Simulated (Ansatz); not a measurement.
`[Li][O][Li]` + H₂ → `[LiH]` + `[Li][OH]` at 600 K and 1 bar (hydrogenolysis of a Li–O bond).

Gas-phase electronic energies from Ansatz, PBE0-D4/def2-TZVP geometries. CCSD(T)/CBS adds triple-zeta CCSD(T) − MP2 to the extrapolated MP2 energy (def2 sets, frozen cores). This one scheme is used for every species. For Li outer-core shells are correlated without core-valence functions, which leaves a few kJ/mol of doubt a bond.

```
      species  CCSD(T)/CBS energy (Eh)  H − E (kJ/mol)  S (J/(mol·K))
`[Li][O][Li]`                -90.22019            41.5          266.2
           H₂                 -1.17544            43.9          150.8
      `[LiH]`                 -8.06146            26.5          192.2
   `[Li][OH]`                -83.31445            59.4          241.6
```

H − E and S are ideal-gas, rigid-rotor, harmonic terms from PBE0-D4/def2-TZVP. The MP2-based limit puts H₂ 0.8 mEh under its directly extrapolated value; such offsets cancel only in part. 1 Eh = 2625.50 kJ/mol, R = 8.31446 J/(mol·K).

By hand: ΔE, ΔH, ΔS and ΔG.

ΔE = (-8.06146) + (-83.31445) − (-90.22019) − (-1.17544) = 0.01972 Eh = 51.8 kJ/mol. Δ(H − E) = 26.5 + 59.4 − 41.5 − 43.9 = 0.5, so ΔH = 52.3 kJ/mol. ΔS = 192.2 + 241.6 − 266.2 − 150.8 = 16.8 J/(mol·K). ΔG = 52.3 − 600 × (16.8)/1000 = 42.2 kJ/mol.

By hand: the equilibrium constant, and the temperature at which ΔG would vanish if ΔH and ΔS stayed fixed.

log₁₀ K = −ΔG/(RT ln 10) = -3.7. ΔG = 0 at ΔH/ΔS = 3113 K, far beyond where these terms or the molecules hold.

ΔH outweighs TΔS. A doubt of 5 kJ/mol in ΔE shifts log₁₀ K by 0.4 here. These are equilibria of isolated gas molecules and say nothing of rates. Largest T1 diagnostic: 0.021 (customary marks: 0.02 for closed shells, 0.045 for open ones).
